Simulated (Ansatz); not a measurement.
in.yaml

```yaml
crystal:
  periodic: [false, false, false]
  atoms:
    - {symbol: B, position_ang: [0.000000, 0.000000, 0.059704]}
    - {symbol: H, position_ang: [0.000000, 0.717784, -0.995042]}
    - {symbol: H, position_ang: [0.000000, 0.000000, 1.349704]}
    - {symbol: H, position_ang: [0.000000, -0.717784, -0.995042]}
basis:
  gaussian: {orbitals: aug-cc-pVDZ}
total_charge: 1
magnetization: {spin_polarized: false, initial_magnetization: 1}
correlation: {method: ccsd_t, electrons: outside_noble_gas}
output: {forces: true}
```

```sh
$ ansatz run in.yaml --threads 1 --pin off --events-out ev --progress --plain --max-ram 2393MiB
```

Output:

```
480 factors; integrals over basis functions are off by at most 1.4e-3 eV
mean field evaluation 1: about -706.2526 eV, gradient 9.0e0 eV
mean field evaluation 2: about -706.2515 eV, gradient 9.0e0 eV
mean field evaluation 4: about -706.6894 eV, gradient 3.1e-1 eV
mean field evaluation 8: about -706.6901 eV, gradient 3.7e-5 eV
mean field evaluation 16: about -706.6901 eV, gradient 1.3e-6 eV
mean field -706.69006919 eV, -25.9703810310 hartree, gradient 1.3e-6 eV, S^2 0.750000; 0 other end points of the search recorded, 0 dependent functions left out
1 core orbitals not correlated: weight in the atoms' cores, before any rotation towards them, 1.000 or more for the frozen orbitals, at most 0.000 for the correlated occupied ones
reference -706.69006919 eV, -25.9703810310 hartree; 3, 2 occupied and 46, 47 virtual orbitals, 480 factors
second order -1.98986609 eV of doubles, -0.07323890 eV of singles
cycle   1  -2.48481539 eV  change   -4.2e-1 eV  update   4.5e-2
cycle   2  -2.64120136 eV  change   -1.6e-1 eV  update   1.6e-2
cycle   3  -2.64728746 eV  change   -6.1e-3 eV  update   4.0e-3
cycle   4  -2.64790220 eV  change   -6.1e-4 eV  update   1.2e-3
cycle   5  -2.64774639 eV  change    1.6e-4 eV  update   4.5e-4
cycle   6  -2.64777189 eV  change   -2.5e-5 eV  update   1.6e-4
cycle   7  -2.64784373 eV  change   -7.2e-5 eV  update   5.9e-5
cycle   8  -2.64782740 eV  change    1.6e-5 eV  update   1.6e-5
cycle   9  -2.64782555 eV  change    1.8e-6 eV  update   4.5e-6
cycle  10  -2.64782786 eV  change   -2.3e-6 eV  update   1.2e-6
perturbative correction -0.04227313 eV, -0.0015535090 hartree
the calculation of the forces begins
Total energy: -709.38017018 eV, -26.0692404191 hartree
Atom 0 at     0.000000     0.000000     0.059704 Å, force    -0.000000     0.000000     2.509089 eV/Å
Atom 1 at     0.000000     0.717784    -0.995042 Å, force    -0.000000     0.133211    -0.168426 eV/Å
Atom 2 at     0.000000     0.000000     1.349704 Å, force     0.000000    -0.000000    -2.172238 eV/Å
Atom 3 at     0.000000    -0.717784    -0.995042 Å, force     0.000000    -0.133211    -0.168426 eV/Å
Dipole moment:     0.000000    -0.000000    -0.216436 e Å
```

Forces (eV/Å):
```
B    0.000  0.000  2.509
H    0.000  0.133 -0.168
H    0.000  0.000 -2.172
H    0.000 -0.133 -0.168
```

For the same geometry and basis full CI lies 13.4 meV lower.

Ran on 1 thread of Arm Neoverse V2, shared host: 1.9 s wall, 0.18 GiB peak host memory.
